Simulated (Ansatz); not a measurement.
# ClMg: a search for lower mean-field states

Run with the Ansatz DFT code, driven from Python.

`clmg.py`:
```python
"""Does a wider search find a lower mean-field state of ClMg?"""

import ansatz as az
import numpy as np


def main() -> None:
    geometry_ang = [
        ("Mg", (1.0522, -0.3998, 0.524)),
        ("Cl", (-1.0228, 0.3397, -0.5199)),
    ]
    system = az.Crystal.molecule()
    for symbol, xyz in geometry_ang:
        system = system.atom(symbol, xyz)
    symbols = [site.symbol for site in system.cartesian_sites]

    start = np.array([site.position_ang for site in system.cartesian_sites])
    for factor in [1.0, 1.25, 1.6]:
        xyz = (start - start.mean(axis=0)) * factor
        scaled = az.Crystal.molecule()
        for symbol, place in zip(symbols, xyz):
            scaled = scaled.atom(symbol, place.tolist())
        base = (
            scaled.calculation()
            .basis(gaussian="def2-TZVP")
            .functional("HF")
            .accuracy("medium")
            .spin("collinear", total=1)
        )
        for search in ("off", "standard"):
            try:
                rep = base.scf(lower_state_search=search).run(threads=1).report
            except az.AnsatzError as error:
                print(f"x{factor} search {search}: {type(error).__name__}")
                continue
            state = rep["mean_field"]["state"]
            print(f"all distances x{factor}, search {search:8s} E = {rep['free_energy_ev']:.5f} eV  <S^2> = {abs(state['spin_squared']):.3f}  other states met: {len(rep['mean_field']['others'])}")


if __name__ == "__main__":
    main()
```

Output of `python clmg.py`:
```text
all distances x1.0, search off      E = -17937.23127 eV  <S^2> = 0.751  other states met: 0
all distances x1.0, search standard E = -17937.23127 eV  <S^2> = 0.751  other states met: 0
all distances x1.25, search off      E = -17935.93680 eV  <S^2> = 0.756  other states met: 0
all distances x1.25, search standard E = -17935.93680 eV  <S^2> = 0.756  other states met: 0
all distances x1.6, search off      E = -17934.65709 eV  <S^2> = 0.901  other states met: 0
all distances x1.6, search standard E = -17934.65709 eV  <S^2> = 0.901  other states met: 4
```

What to keep in mind:
- The settings weren't tested for convergence.
- The count of other states can hold repeated and symmetry-equivalent ends of the search; scaling all distances is a test, and for more than two atoms no physical path.
- The species is open-shell (spin multiplicity 2).
- The expectation value of S² is noticeably off S(S+1) in at least one run, so that state is spin-contaminated.
- The spin state was assumed, and another may lie lower.
- Finished in 5.2 s on 1 thread of Arm Neoverse V1 (shared host), peak memory 0.19 GiB.

(Lines on the test bed's own set-up are left out of the output.)
